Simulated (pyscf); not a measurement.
## Four-centre exchange: `[CH4]` + `[NH2][AlH2]` → `[CH3][NH2]` + `[AlH3]`

Gas phase, singlet surface, charge 0. Bonds broken: C1–H9, Al2–N8. Bonds formed: C1–N8, Al2–H9. PySCF, gas phase, ωB97X-D3(BJ)/def2-SVP geometries.

Transition state (Å):

```xyz
11

C      0.8930     0.0075    -0.0604
Al    -1.2063     1.6310     0.3122
H      1.8094     0.3497     0.4323
H      0.2832    -0.6277     0.5883
H      1.1362    -0.4770    -1.0104
H     -1.7297     3.1428     0.3094
H     -1.9973     0.5259     1.1580
N     -0.6068     0.8488    -1.3124
H      0.4438     1.4639     0.6678
H     -1.1470     0.2231    -1.9139
H     -0.0105     1.4197    -1.9112
```

One imaginary mode, 1239i cm⁻¹; descent along it reached the two sides named, in the forms told below.

```tsv
bond	change	reactant side (Å)	saddle	product side
C1–H9	breaks	1.101	1.689	3.3
Al2–N8	breaks	1.779	1.900	2.063
C1–N8	forms	3.8	2.127	1.475
Al2–H9	forms	2.7	1.696	1.607
```

Electronic energies relative to the separated reactants (kJ/mol):

```tsv
level	barrier	reaction energy	reverse barrier
ωB97X-D3(BJ)/def2-TZVP	376.3	+190.6	185.7
PBE/def2-TZVP	339.9	+188.4	151.4
r²SCAN/def2-TZVP	355.2	+199.0	156.2
B3LYP-D3(BJ)/def2-TZVP	363.1	+192.4	170.7
PBE0-D3(BJ)/def2-TZVP	360.8	+187.0	173.8
M06-2X/def2-TZVP	380.4	+200.2	180.2
ωB97M-D3(BJ)/def2-TZVP	376.0	+191.3	184.7
HF/def2-TZVP	456.3	+182.8	273.5
```

With ωB97M-D3(BJ)/def2-TZVP energies and thermal terms (ideal gas, 1 atm, RRHO with modes under 100 cm⁻¹ raised to 100, one conformer, R ln 2 for chiral ones without a mode under 150 cm⁻¹), in kJ/mol:

```tsv
T (K)	ΔH‡	ΔG‡	ΔH	ΔG
298	370.4	409.3	+188.4	+185.4
600	371.7	448.5	+186.4	+183.2
900	375.0	486.2	+185.9	+181.8
1200	378.5	522.8	+186.1	+180.4
```

On the product side the descent ends in an adduct with a Al–N contact, 149.7 kJ/mol under the separated species and 335.4 kJ/mol under the saddle at ωB97X-D3(BJ)/def2-TZVP. What is counted as broken (Al–N) persists as a longer contact in the product adduct; parting that adduct is a step of its own. The same reactants have a lower exit, to H₃C–AlH₂ + NH₃ (barrier +125.9 kJ/mol at ωB97M-D3(BJ)/def2-TZVP, against +376.0 kJ/mol here). This is the saddle that the search found; another between the same sides may lie lower.
